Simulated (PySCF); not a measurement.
**Scan of [H···H···BH₂], doublet**

All five atoms lie in one plane.

Starting geometry:

| atom | x (Å) | y (Å) | z (Å) |
| --- | --- | --- | --- |
| H | -2.2119 | 0.0000 | 0.0000 |
| H | -1.4669 | 0.0000 | 0.0000 |
| B | 0.2091 | 0.0000 | 0.0000 |
| H | 0.7182 | 0.0000 | 1.0770 |
| H | 0.7182 | 0.0000 | -1.0770 |

From there atom H2 is moved from one fragment to the other while all else, the fragments' distance too, stays fixed; atoms are numbered as listed. Energies are in kcal/mol, counted from the starting geometry at the same level.

Basis 6-31G; PySCF 2.14.0. Only valence electrons are correlated (noble-gas cores frozen). Prefix R: restricted or restricted open-shell reference; prefix U: unrestricted.

Full CI is exact within this basis and frozen core; it isn't the basis-set limit. The frozen core follows each run's orbitals, which can shift R against U totals by a few meV.

```json
{"distance H1-H2 (Å)": "0.693", "full CI": "1.8", "unpaired electrons (full CI)": "1.02", "error RHF": "-1.3", "error UHF": "-0.6", "error RCCSD": "0.0", "error UCCSD": "0.0", "error RCCSD(T)": "0.0", "error UCCSDT": "0.0"}
{"distance H1-H2 (Å)": "0.745", "full CI": "0.0", "unpaired electrons (full CI)": "1.02", "error RHF": "0.0", "error UHF": "0.0", "error RCCSD": "0.0", "error UCCSD": "0.0", "error RCCSD(T)": "0.0", "error UCCSDT": "0.0"}
{"distance H1-H2 (Å)": "0.817", "full CI": "-0.2", "unpaired electrons (full CI)": "1.02", "error RHF": "1.9", "error UHF": "0.7", "error RCCSD": "0.1", "error UCCSD": "0.1", "error RCCSD(T)": "0.0", "error UCCSDT": "0.0"}
{"distance H1-H2 (Å)": "0.890", "full CI": "0.3", "unpaired electrons (full CI)": "1.02", "error RHF": "3.6", "error UHF": "0.9", "error RCCSD": "0.1", "error UCCSD": "0.1", "error RCCSD(T)": "0.0", "error UCCSDT": "0.0"}
{"distance H1-H2 (Å)": "0.962", "full CI": "0.3", "unpaired electrons (full CI)": "1.02", "error RHF": "3.7", "error UHF": "0.6", "error RCCSD": "0.2", "error UCCSD": "0.1", "error RCCSD(T)": "0.0", "error UCCSDT": "0.0"}
{"distance H1-H2 (Å)": "1.034", "full CI": "-0.6", "unpaired electrons (full CI)": "1.02", "error RHF": "1.9", "error UHF": "-0.1", "error RCCSD": "0.2", "error UCCSD": "0.1", "error RCCSD(T)": "0.0", "error UCCSDT": "0.0"}
{"distance H1-H2 (Å)": "1.106", "full CI": "-2.2", "unpaired electrons (full CI)": "1.02", "error RHF": "-0.5", "error UHF": "-1.2", "error RCCSD": "0.1", "error UCCSD": "0.1", "error RCCSD(T)": "0.0", "error UCCSDT": "0.0"}
{"distance H1-H2 (Å)": "1.179", "full CI": "-3.6", "unpaired electrons (full CI)": "1.02", "error RHF": "-2.8", "error UHF": "-2.3", "error RCCSD": "0.1", "error UCCSD": "0.0", "error RCCSD(T)": "0.0", "error UCCSDT": "0.0"}
{"distance H1-H2 (Å)": "1.251", "full CI": "-3.6", "unpaired electrons (full CI)": "1.01", "error RHF": "-4.6", "error UHF": "-3.5", "error RCCSD": "0.0", "error UCCSD": "0.0", "error RCCSD(T)": "0.0", "error UCCSDT": "0.0"}
```

Unpaired electrons are Σ n²(2−n)² over natural occupations. Errors are those of relative energies. In total energy the starting point itself misses full CI by: RHF 53.3, UHF 50.8, RCCSD 0.8, UCCSD 0.8, RCCSD(T) 0.2, UCCSDT 0.0 kcal/mol.

Spread of the error over the points with a reference, to 1.251 Å (largest less smallest): UCCSDT 0.0, RCCSD(T) 0.1, UCCSD 0.2, RCCSD 0.2, UHF 4.3, RHF 8.3 kcal/mol.
